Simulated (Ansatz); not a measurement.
C4H4OS can be A, `O=C1CC=CS1`, or B, `Oc1cccs1`.

Computed with Ansatz on PBE0-D4/def2-TZVP structures; ΔE is electronic, products minus reactants. CBS: MP2 limit from def2 TZ/QZ plus the TZ coupled-cluster correction, frozen cores. Functionals use def2-TZVPP. B3LYP here is the variant with VWN-RPA as its local correlation; programs differ in this. Each species was taken in one conformer, which may not be the lowest.

A:

Z-matrix (Å, degrees):
```
C
C 1 1.518
C 1 1.484 2 108.8
H 1 1.096 2 107.7 3 -122.9
H 1 1.096 2 107.8 3 122.9
S 2 1.796 1 109.5 3 -0.0
O 2 1.194 1 126.6 3 179.9
C 3 1.330 1 114.8 2 0.0
H 3 1.082 1 122.3 2 180.0
H 8 1.082 3 126.1 1 180.0
```

B:

```xyz
10

O    -1.992    0.622    1.127
C    -0.899    0.343    0.390
C     0.169   -0.457    0.670
C     1.110   -0.470   -0.394
C     0.741    0.309   -1.444
S    -0.766    1.079   -1.157
H    -1.932    0.146    1.961
H     0.278   -1.011    1.593
H     2.028   -1.042   -0.374
H     1.263    0.481   -2.372
```

Which isomer does CCSD(T)/CBS put lower? Give the gap. (Best estimate.)

Ansatz gave: A, by 15.8 kJ/mol.

Give E(B) − E(A) in kJ/mol with B2PLYP, CCSD(T)/def2-TZVPP, B3LYP, PBE-D4, MP2/def2-TZVPP, CCSD/def2-TZVPP, PBE0-D4. (Best estimate.)

Ansatz gave: B2PLYP 18.5, CCSD(T)/def2-TZVPP 20.3, B3LYP 22.8, PBE-D4 22.5, MP2/def2-TZVPP 2.2, CCSD/def2-TZVPP 22.2, PBE0-D4 15.6. None reverses the order clearly.

Largest T1 diagnostic: 0.016.

From PBE to PBE0 (25 % exact exchange), in def2-TZVPP and without D4, E(B) − E(A) moves by −7.0 kJ/mol. In def2-TZVPP, CCSD(T) changes the Hartree–Fock value by −11.3 kJ/mol (the triples alone add −1.9 kJ/mol) and MP2 by −29.4 kJ/mol.
